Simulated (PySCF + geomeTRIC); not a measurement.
Species: C3H6, SMILES `C1CC1` (charge 0, multiplicity 1).

Give a relaxed geometry from TPSSh-D3(BJ)/def2-TZVP (PySCF + geomeTRIC).

the end point of this relaxation (outside a Z-matrix the atoms follow the SMILES, hydrogens last).
Bonds (Å): C1–C2 1.504, C1–C3 1.504, C1–H4 1.083, C1–H5 1.083, C2–C3 1.504, C2–H6 1.083, C2–H7 1.083, C3–H8 1.083, C3–H9 1.083. Bond angles (°): C2–C1–C3 60.0, C2–C1–H4 118.0, C2–C1–H5 118.0, C3–C1–H4 118.0, C3–C1–H5 118.0, H4–C1–H5 114.3, C1–C2–C3 60.0, C1–C2–H6 118.0, C1–C2–H7 118.0, C3–C2–H6 118.0, C3–C2–H7 118.0, H6–C2–H7 114.4, C1–C3–C2 60.0, C1–C3–H8 118.0, C1–C3–H9 118.0, C2–C3–H8 118.0, C2–C3–H9 118.0, H8–C3–H9 114.3.
